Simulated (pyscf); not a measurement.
H₂N–AlH₂ + H atom (H•) -> [H₂N–AlH]• + hydrogen (H₂) (hydrogen abstraction; doublet surface; Al–H broken, H–H formed). Single points on ωB97X-D3(BJ)/def2-SVP structures (PySCF, gas phase). Rate constants from transition-state theory, ωB97M-D3(BJ)/def2-TZVP energies (ideal gas, 1 atm, RRHO with modes under 100 cm⁻¹ raised to 100, one conformer, R ln 2 for chiral ones without a mode under 150 cm⁻¹; no tunnelling), k in cm³ molecule⁻¹ s⁻¹.

| T (K) | 1000/T | log10 k |
|---|---|---|
| 298 | 3.354 | -12.25 |
| 600 | 1.667 | -10.88 |
| 900 | 1.111 | -10.30 |
| 1200 | 0.833 | ? |

Problem. Fit an Arrhenius line to the three values, give the activation energy, and predict k at 1200 K.

Solution. Least squares gives log10 k = -9.39 − 0.86 × 1000/T, so Ea = 0.86 × ln 10 × 1.987 = 3.9 kcal/mol, against an electronic barrier of 3.3. At 1200 K the line gives -10.11; the computed value is -9.95 (ΔG‡ = 25.0 kcal/mol), a factor 1.4 over the line, since the plot is curved. This is the saddle that the search found; another between the same sides may lie lower. The angle at the transferred H is 174°.
